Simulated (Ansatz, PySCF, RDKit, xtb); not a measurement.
**MgSi2H6: a search for the lowest isomer**

Given the formula MgSi2H6 and nothing else, which arrangement of the atoms is the most stable in the gas at 298.15 K, and what are its properties?

Plan: many cheap relaxations first (GFN2-xTB), then density-functional screening, relaxation at B3LYP-D3(BJ)/def2-SVP, vibrations and a final energy. The numbers are computed, not measured.

7 further runs of the same task are left out: 7 set aside as unsound or not needed.

### Step 1. Drawing up candidates

All bonding patterns within simple valence rules are listed by program: one Lewis structure each, at most two rings and one unusual centre or charged pair. O–O, O–halogen and N–halogen bonds and N–N–N chains are not drawn. That gives 4 candidates.

| label | SMILES | spin |
| --- | --- | --- |
| c208 | [MgH2-][SiH+][SiH3] | singlet |
| c399 | [MgH][SiH2][SiH3] | singlet |
| c558 | [SiH2+][MgH-][SiH3] | singlet |
| c822 | [SiH3][Mg][SiH3] | singlet |

Candidates are built by distance geometry, with a force field where one applies, in up to four conformers (letters a to d). 16 starts with atoms placed at random are added, to find patterns that the rules miss.

Q: Predict the outcome of this search (final energies at CCSD(T)/def2-TZVP).

| quantity | value |
| --- | --- |
| lowest structure found | [SiH3][Mg][SiH3], singlet, D3 |
| next finalist | [MgH][SiH2][SiH3], singlet, 5.1 kcal/mol higher in G |
| share at equilibrium, among the finalists | 100.0 % |
| harmonic wavenumbers, lowest and highest (B3LYP-D3(BJ)/def2-SVP) | 5 and 2171 cm⁻¹ |
| rotational constants, same geometry | 1.457, 0.03806 cm⁻¹ |
| dipole moment (PBE0/def2-TZVPD) | 0.00 D |
| HOMO energy (PBE0/def2-TZVPD) | -6.56 eV |
| LUMO energy (PBE0/def2-TZVPD) | -1.38 eV |
| HOMO–LUMO gap (PBE0/def2-TZVPD) | 5.18 eV |
| lowest excitation (TD-PBE0/def2-SVPD) | 4.08 eV (f = 0.000) |
| lowest triplet excitation, same level, Tamm-Dancoff | 3.55 eV |
| vertical ionisation energy | 8.28 eV |
| vertical electron affinity | 0.20 eV |
| vertical triplet less singlet | +3.52 eV |

The lowest structure found is `[SiH3][Mg][SiH3]`. The margin of 5.1 kcal/mol over the next finalist is beyond the usual error of the last level; it says nothing of structures that weren't ranked. r2SCAN-D4/def2-SVP, B3LYP-D3(BJ)/def2-SVP, HF/def2-TZVP and MP2/def2-TZVP already put its bonding pattern lowest among the structures in one piece; GFN2-xTB favours the singlet [MgH][SiH2][SiH3] (c938, not a finalist); HF/STO-3G favours the singlet [MgH][SiH2][SiH3]. 2 minima inside the window were never screened. The search is not exhaustive (a finite list of starts, one conformer a finalist), so a lower isomer can't be ruled out. Patterns outside the rules of the enumeration were met only by chance. Bonds to the alkali or alkaline-earth atom are largely ionic, and its place along soft bends is ill-defined.
